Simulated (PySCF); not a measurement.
nitrogen trifluoride cation (F3N), SMILES FN(F)F (connectivity only; charge and spin as stated), charge +1, multiplicity 2. Atoms are numbered in the order given.

```xyz
4

F      1.0880     0.6281    -0.0706
N      0.0000     0.0000     0.2724
F     -1.0880     0.6281    -0.0706
F      0.0000    -1.2563    -0.0706
```
Charge +1, spin multiplicity 2.

Geometry optimised at PBE-D3(BJ)/def2-TZVP. The multiplicity is an assumed one; other spin states were not compared.

Level of theory: PBE-D3(BJ)/def2-TZVP (PySCF).

No scaling factor is applied to the harmonic values.

Modes within 1.5 cm⁻¹ of each other (mostly degenerate sets) share a row, with their intensities summed.

Computed normal modes with their intensities:
| mode | ν (cm⁻¹) | IR (km/mol) | moving atoms (share of kinetic energy) |
|---|---|---|---|
| 1–2 | 502 | 2.5 | F 94 % |
| 3 | 656 | 8.4 | F 55 %, N 45 % |
| 4 | 942 | 4.3 | F 64 %, N 36 % |
| 5–6 | 1150 | 467.1 | N 72 %, F 28 % |
